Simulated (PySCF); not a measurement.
# AlNH3Cl (SMILES [NH2][AlH][Cl]) at 6 levels

We compute a comparison of 6 runs (HF/STO-3G, HF/def2-SVP, HF/def2-TZVP, B3LYP/6-31G*, PBE0/def2-SVP, r2SCAN/pcseg-2) of AlNH3Cl. 

Program for the calculation: PySCF 2.14.0.

## (1) The system as given

The species is AlNH3Cl (6 atoms), meant as a singlet with charge 0. As SMILES, `[NH2][AlH][Cl]`. The shape is that of a PBE0-D4/def2-TZVP optimisation.

Bond lengths: N1–Al2 1.756 Å, Al2–Cl3 2.098 Å, N1–H4 1.007 Å, N1–H5 1.007 Å, Al2–H6 1.570 Å. Angles: N1–Al2–Cl3 117.5°, N1–Al2–H6 121.9°, Cl3–Al2–H6 120.6°, Al2–N1–H4 124.3°, Al2–N1–H5 125.0°, H4–N1–H5 110.7°.

## (2) Energy and gradient at HF/STO-3G (run 1)

The input, input.py:

```python
import pyscf.grad
from pyscf import gto, scf

molecule = gto.Mole()
molecule.atom = [
    ('N', (-0.631100, 0.250900, -0.718800)),
    ('Al', (0.477600, -0.073800, 0.603600)),
    ('Cl', (1.413500, -1.951500, 0.645600)),
    ('H', (-1.134300, 1.115000, -0.838800)),
    ('H', (-0.852600, -0.395100, -1.458900)),
    ('H', (0.769000, 0.990400, 1.721000)),
]
molecule.verbose = 4
molecule.basis = 'sto-3g'
molecule.charge = 0
molecule.max_memory = 1860
molecule.spin = 0
molecule.build()

mf = scf.RHF(molecule)
mf.conv_tol = 1e-10
mf.kernel()
if not mf.converged:
    mf = mf.newton().run(mf.mo_coeff, mf.mo_occ)

energy = mf.e_tot
print('Final energy', energy)
grad = mf.Gradients().kernel()
mf.analyze()
```

The run is started by

```bash
OMP_NUM_THREADS=1 python input.py
```

Log:

```text
PySCF version 2.14.0

[... 74 lines left out ...]
Nuclear Repulsion Energy =             128.961912876464567
[... 7 lines left out ...]
MO #2   energy= -57.869925388912   occ= 2
[... 5 lines left out ...]
MO #8   energy= -4.78905484704576  occ= 2
[... 5 lines left out ...]
MO #14  energy= -0.571520420490575 occ= 2
[... 5 lines left out ...]
MO #20  energy= -0.314441669800939 occ= 2
[... 5 lines left out ...]
MO #26  energy= 0.812588822852655  occ= 0
[... 35 lines left out ...]
Dipole moment(X, Y, Z, Debye): -1.66130,  2.77668, -0.44627
```

It took 2 s on 1 thread of Intel Xeon at 2.70GHz, shared host; peak memory 0.12 GiB.

## (3) Energy and forces at HF/def2-SVP (run 2)

The input, mol.xyz:

```xyz
6

N     -0.631100     0.250900    -0.718800
Al     0.477600    -0.073800     0.603600
Cl     1.413500    -1.951500     0.645600
H     -1.134300     1.115000    -0.838800
H     -0.852600    -0.395100    -1.458900
H      0.769000     0.990400     1.721000
```

The input, run.py:

```python
# [NH2][AlH][Cl]
import pyscf.grad
from pyscf import gto, scf

molecule = gto.M(
    atom='mol.xyz',
    verbose=4,
    basis='def2-svp',
    charge=0,
    max_memory=1860,
)

myscf = scf.RHF(molecule)
myscf.conv_tol = 1e-10
myscf.kernel()
if not myscf.converged:
    myscf = myscf.newton().run(myscf.mo_coeff, myscf.mo_occ)

energy = myscf.e_tot
print('Final energy', energy)
grad = myscf.Gradients().kernel()
myscf.analyze()
```

The run is started by

```bash
OMP_NUM_THREADS=1 python run.py
```

Log:

```text
PySCF version 2.14.0

[... 80 lines left out ...]
DFT Exchange-Correlation Energy =      -53.513875743883091
[... 14 lines left out ...]
MO #13  energy= -1.06140662659578  occ= 2
[... 12 lines left out ...]
MO #26  energy= 0.260015972414025  occ= 0
[... 12 lines left out ...]
MO #39  energy= 0.994806386628363  occ= 0
[... 12 lines left out ...]
MO #52  energy= 1.63312934600582   occ= 0
[... 12 lines left out ...]
MO #65  energy= 3.70314841219066   occ= 0
[... 74 lines left out ...]
Dipole moment(X, Y, Z, Debye): -1.46835,  1.52748, -1.01515
```

Wall time 4.5 s (1 thread of Intel Xeon at 2.70GHz, shared host); peak memory 0.14 GiB.

Run 3 isn't shown in full; the table further down has it.

## (4) Energy and gradient at B3LYP/6-31G(d) (spherical functions) (run 4)

The input, input.py:

```python
# [NH2][AlH][Cl]
import pyscf.grad
from pyscf import gto, dft

system = gto.Mole()
system.atom = '''
N       -0.631100       0.250900      -0.718800
Al       0.477600      -0.073800       0.603600
Cl       1.413500      -1.951500       0.645600
H       -1.134300       1.115000      -0.838800
H       -0.852600      -0.395100      -1.458900
H        0.769000       0.990400       1.721000
'''
system.basis = '6-31g*'
system.verbose = 4
system.max_memory = 1860
system.build()

mf = dft.RKS(system)
mf.xc = 'b3lyp'
mf.conv_tol = 1e-10
mf.grids.level = 5
mf.kernel()
if not mf.converged:
    mf = mf.newton().run(mf.mo_coeff, mf.mo_occ)

e_final = mf.e_tot
print(f'total energy: {e_final:.8f} hartree')
grad = mf.Gradients().kernel()
dip = mf.dip_moment()
pop, q = mf.mulliken_pop()
```

The run is started by

```bash
OMP_NUM_THREADS=1 python input.py
```

Log:

```text
PySCF version 2.14.0

[... 72 lines left out ...]
converged SCF energy = -759.281101220673
total energy: -759.28110122 hartree
[... 13 lines left out ...]
Dipole moment(X, Y, Z, Debye): -1.66564,  1.66151, -1.19953
[... 63 lines left out ...]
charge of    5H =     -0.08185
```

Wall time 16 s (1 thread of Intel Xeon at 2.70GHz, shared host); peak memory 0.57 GiB.

Run 5 isn't shown in full; the table further down has it.

## (5) Energy and forces at r2SCAN/pcseg-2 (run 6)

The input, start.xyz:

```xyz
6

N     -0.631100     0.250900    -0.718800
Al     0.477600    -0.073800     0.603600
Cl     1.413500    -1.951500     0.645600
H     -1.134300     1.115000    -0.838800
H     -0.852600    -0.395100    -1.458900
H      0.769000     0.990400     1.721000
```

The input, run.py:

```python
import pyscf.grad
from pyscf import gto, dft

mol = gto.M(
    atom='start.xyz',
    charge=0,
    max_memory=1860,
    verbose=4,
    basis='pcseg-2',
)

mf = dft.RKS(mol)
mf.xc = 'r2scan'
mf.grids.level = 5
mf.conv_tol = 1e-10
mf.kernel()
if not mf.converged:
    mf = mf.newton().run(mf.mo_coeff, mf.mo_occ)

energy = mf.e_tot
print(f'total energy: {energy:.8f} hartree')
grad = mf.Gradients().kernel()
mf.analyze()
```

The run is started by

```bash
OMP_NUM_THREADS=1 python run.py
```

Log:

```text
PySCF version 2.14.0

[... 117 lines left out ...]
MO #15  energy= -0.421409490204844 occ= 2
[... 24 lines left out ...]
MO #40  energy= 0.42874488227453   occ= 0
[... 24 lines left out ...]
MO #65  energy= 1.41708484569449   occ= 0
[... 24 lines left out ...]
MO #90  energy= 2.91576729897509   occ= 0
[... 24 lines left out ...]
MO #115 energy= 4.40088620314471   occ= 0
[... 24 lines left out ...]
MO #140 energy= 32.1577219471967   occ= 0
[... 149 lines left out ...]
Dipole moment(X, Y, Z, Debye): -1.46281,  1.52263, -1.01091
```

Run time: 1.7 min. Hardware: 1 thread of Intel Xeon at 2.70GHz, shared host; peak memory 1.6 GiB.

## (6) The series

```csv
run,level,integration grid,energy (Eh),dipole moment (D),HOMO energy (eV),LUMO energy (eV),wall time
1,HF/STO-3G,–,-749.201066,3.27,-8.56,8.87,2 s
2,HF/def2-SVP,–,-757.461698,2.35,-11.15,2.60,4.5 s
3,HF/def2-TZVP,–,-757.773002,2.21,-11.22,2.21,24 s
4,B3LYP/6-31G* (spherical functions),5,-759.281101,2.64,-7.32,-0.50,16 s
5,PBE0/def2-SVP,5,-758.692301,2.39,-7.62,-0.22,19 s
6,r2SCAN/pcseg-2,5,-759.261555,2.34,-6.79,-0.93,1.7 min
```

## (7) Summary of results

| quantity | value |
| --- | --- |
| run 6: total energy | -759.26155 Eh |
| run 6: dipole moment | 2.34 D |
| run 6: HOMO energy | -6.79 eV |
| run 6: LUMO energy | -0.93 eV |
| run 6: HOMO–LUMO gap | 5.86 eV |
| run 6: largest force on an atom | 0.085 eV/Å |

**Reading.** The dipole moment (its size) runs from 2.21 D (HF/def2-TZVP) to 3.27 D (HF/STO-3G). The HOMO–LUMO gap runs from 5.86 eV (r2SCAN/pcseg-2) to 17.43 eV (HF/STO-3G). The two ends differ in method and basis. Totals of different functionals can't be ranked against each other. In run 1 the basis is minimal, so the values are rough. All runs together took 2.8 min, the longest 1.7 min.
